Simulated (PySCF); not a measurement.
The dipole of sulfur dicyanide, `N#CSC#N` from its density and from atomic charges.

Coordinates (GFN2-xTB, Å) and charges (e) from the PBE0/pcSseg-1 density (PySCF):

```csv
atom,x,y,z,Mulliken,IAO,Hirshfeld,ESP-fitted
N1,-2.193,-0.146,0.005,-0.1974,-0.1772,-0.1689,-0.3390
C2,-1.156,-0.013,0.467,+0.0084,-0.0343,+0.0497,+0.2699
S3,0.367,0.186,1.182,+0.3780,+0.4229,+0.2384,+0.1345
C4,1.204,0.037,-0.283,+0.0084,-0.0343,+0.0497,+0.2782
N5,1.787,-0.061,-1.260,-0.1974,-0.1772,-0.1689,-0.3437
```

Task: Compute μ = Σ q r for each scheme (1 e·Å = 4.803 D) and compare with the dipole of the full density.

Result: The full density gives (1.00, 0.51, 3.17) D, 3.36 D in size; dipole vectors point from the negative to the positive end.

```tsv
scheme	μx	μy	μz	size (D)	share of the full size (%)	angle to the full dipole (°)
Mulliken	1.05	0.54	3.34	3.55	105	0
IAO	1.08	0.55	3.44	3.65	108	0
Hirshfeld	0.76	0.39	2.42	2.56	76	0
ESP-fitted	0.97	0.49	3.06	3.25	97	0
```

Task: Which set comes closest?

Result: Length of the difference vector: ESP-fitted 0.11 D, Mulliken 0.18 D, IAO 0.28 D, Hirshfeld 0.80 D. Closest: ESP-fitted. 

Task: What is left for the Hirshfeld atoms' own dipoles?

Result: The Hirshfeld atoms' densities add up to the full density, so μ = Σ q r + Σ (atomic dipoles). The atomic dipoles sum to (1.00, 0.51, 3.17) − (0.76, 0.39, 2.42) = (0.24, 0.12, 0.75) D, 0.80 D in size.

Task: With the origin at the mean of the coordinates, (0.002, 0.001, 0.022) Å, which are the largest single terms, by size, of the Mulliken dipole along the direction of the full one?

Result: S3 +2.23, N1 +0.65, N5 +0.65, C4 0.00, C2 0.00 D; all 5 atoms together +3.55 D. The single terms depend on the origin, their sum doesn't.

Task: Give the size of the full dipole in other units.

Result: 3.36 D = 1.323 au = 0.700 e·Å = 11.22 × 10⁻³⁰ C·m.

Geometry: GFN2-xTB; no solvent, vibrations or thermal averaging.

These values come from a run that also computed NMR shieldings. The run took 7.7 s wall on one thread of an Arm Neoverse N1, no GPU, shared host.
